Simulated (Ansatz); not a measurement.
We consider zinc-blende HgTe, described by PBEsol+SOC (Ansatz, a first-principles code, PAW).

Run with plane-wave cutoff 520 eV, 10×10×10 k mesh, Fermi–Dirac smearing 0.01 eV, PAW data made under PBE.

A third-order Birch–Murnaghan fit to the energies gives V0 = 34.137 Å³/atom, B0 = 42.9 GPa, B′ = 5.2.

```
V (Å³/atom)  P (GPa)
-----------  -------
32.093             ?
32.776          1.94
33.459             ?
34.141         -0.01
34.824         -0.81
35.507         -1.52
36.190         -2.15
```

### Question
Estimate the withheld pressures from this fit; the answers are the runs' own values.

### Answer

- 32.093, P (GPa): 3.11
- 33.459, P (GPa): 0.91

The formula P = (3/2) B0 (x^(7/3) − x^(5/3)) [1 + (3/4)(B′ − 4)(x^(2/3) − 1)] with x = V0/V meets the computed pressures within 0.01 GPa when these rounded values are put in.

Measured, for comparison: bulk modulus 42.3 GPa (temperature not stated, not corrected to a static lattice; as tabulated in Toher et al. (2017), arXiv:1611.05714); equilibrium volume per atom 33.70 Å³/atom (room temperature, not corrected to a static lattice; as tabulated in Cava et al. (2013), arXiv:1302.1059). Computed less measured: bulk modulus +1.4 %, equilibrium volume per atom +1.3 %. A static lattice is as a rule a little smaller and stiffer than an uncorrected measurement, which can account for part of this in the bulk modulus.
